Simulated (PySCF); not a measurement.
# Electron attachment to vinyloxy radical

System: vinyloxy radical, `[CH2]C=O` (C2H3O•, doublet). Numbering: `[CH2:1][CH:2]=[O:3]`

Computed at ωB97X-D3(BJ)/ma-def2-TZVP // PBE0-D3(BJ)/ma-def2-SVP with PySCF (density fitting, grid level 2). Zero-point and thermal terms (298.15 K, 1 bar) come from unscaled PBE0-D3(BJ)/ma-def2-SVP harmonic frequencies, with soft modes damped to free rotors in the entropy.

Frontier levels of the parent: HOMO -10.19 eV, LUMO -1.56 eV.

Reduction to the singlet anion:
- Vertical electron affinity (electronic): 1.62 eV
- Adiabatic electron affinity (with zero-point energy): 1.78 eV
- Adiabatic, electronic part: 1.77 eV
- Vertical gap at the product's structure: 1.90 eV
- Inner reorganisation energy (four-point): 281 meV
- Relaxation of product / of parent: 146 / 134 meV
- Largest changes of atomic charge: C1 -0.40, O3 -0.32, H (on C2) -0.09, H (on C1) -0.08
- Distances that move most (Å): C1–C2 1.428 → 1.387; C2–O3 1.228 → 1.260; C2–H 1.116 → 1.136

Vertical electron affinity to the triplet anion: -1.91 eV. The extra electron is not bound at this structure, the number hangs on the basis, and the ion was not relaxed.

Measured values (NIST Chemistry WebBook, evaluated or the median of agreeing entries): adiabatic electron affinity 1.82 eV (computed 1.78, difference -0.03).

Structures, frequencies and single points took 92 s of wall time on 1 thread of Intel Xeon Platinum 8559C (shared host), launched as `OMP_NUM_THREADS=1 python redox_run.py task.json out`.

Differences come from unrounded values, so a last digit can differ from that of the printed terms.
